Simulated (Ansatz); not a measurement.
Reaction (SMILES): [CH]=C=O → 2 C atom + H atom + O atom
B3LYP-D3(BJ)/def2-TZVP geometries, fixed; electronic energies without zero-point terms.
Largest species:
```
C
O 1 1.1710
C 1 1.2878 2 170.77
H 3 1.0711 1 137.10 2 -180.00
```
Charge 0, spin multiplicity 2.

Basis-set convergence of the atomisation energy at HF with Ansatz (a first-principles code). Cartesian d functions, on some or all atoms, in 6-31+G*; all else is spherical. Open shells are unrestricted. No added dispersion term, no relativity. Functions are those of the species that has most. Reference: the value in pcseg-4, 281.19 kcal/mol, itself unsure by roughly 0.51 kcal/mol (its mean distance from aug-pcseg-3, aug-cc-pVQZ, cc-pV5Z). Deviations are taken from unrounded values.

```tsv
basis	functions	atomisation energy (kcal/mol)	minus reference (kcal/mol)
def2-SV(P)	44	282.22	1.03
cc-pVDZ	47	271.69	-9.50
def2-SVP	47	284.47	3.27
pcseg-1	47	273.83	-7.36
6-31+G*	59	272.09	-9.10
aug-pcseg-1	78	278.55	-2.64
def2-TZVP	99	279.69	-1.50
jun-cc-pV(T+d)Z	131	279.51	-1.68
aug-cc-pVTZ	161	279.66	-1.53
def2-QZVPP	201	280.58	-0.61
pcseg-3	213	281.67	0.48
aug-pcseg-3	304	281.71	0.52
cc-pV5Z	328	280.74	-0.45
```
